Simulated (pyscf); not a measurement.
Thermochemistry of product channels of HO–SiH₂–OH + NH [triplet] on the triplet surface, in kcal/mol, from CCSD(T)/def2-TZVPP + ΔMP2(QZVPP) energies (ideal gas, 1 atm, RRHO with modes under 100 cm⁻¹ raised to 100, one conformer, R ln 2 for chiral ones without a mode under 150 cm⁻¹). Optimised with ωB97X-D3(BJ)/def2-SVP in PySCF. Correlated levels are frozen-core, on RHF or UHF. ΔMP2 is the change of the MP2 total energy from the triple- to the quadruple-zeta basis.

```csv
products,ΔE,ΔH(298 K),ΔG(298 K),ΔG(1200 K)
HO–SiH•–OH + NH₂•,+2.1,+3.3,+1.4,-4.1
•HN–SiH(OH)–OH + H•,+4.0,+2.1,+3.5,+4.6
```

These are energies of the channels, which say nothing of barriers. The CCSD(T) − MP2 part came from Ansatz, without density fitting, on the same reference.
